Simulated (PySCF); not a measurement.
**Diatomics of C with the second period**

CCSD(T) with triple-zeta basis sets in PySCF, for the lowest determinant that a PBE0 search found; no spin–orbit coupling. De refers to high-spin ground-configuration atoms.

```
 M         basis  reference, frozen orbitals  state (unpaired electrons)  Re (Å)  ωe (cm⁻¹)  De (eV)
Li  x2c-TZVPPall                      UHF, 1         quartet (σ ↑, π ↑↑)   1.888        698     2.52
 C    def2-TZVPP                      UHF, 2          triplet (σ ↑, π ↑)   1.319       1634     5.97
 N  x2c-TZVPPall                     ROHF, 2               doublet (σ ↑)   1.178       2057     7.43
 O    def2-TZVPP                      RHF, 2      singlet (closed shell)   1.134       2155    10.92
 F    def2-TZVPP                      UHF, 2               doublet (π ↑)   1.278       1312     5.53
```

Task: By what factor does the harmonic wavenumber vary along the series?

Result: At CCSD(T) it runs from 698 cm⁻¹ (LiC) to 2155 cm⁻¹ (CO), a factor of 3.09.

The rows differ in basis set, which adds steps of its own.

The state changes along the series, so neighbouring rows are not always alike in their bonding.

Correlated steps freeze the inner cores (1 to 2 orbitals); shallow outer-core shells are correlated. UHF and ROHF references stand side by side, which adds small steps between rows. Where the molecule has an RHF reference, its open-shell atoms are computed with UHF. The CCSD T1 diagnostic is raised in CN, a sign that a single reference may not be enough there. States were picked by a PBE0 search and need not be the measured ground states.
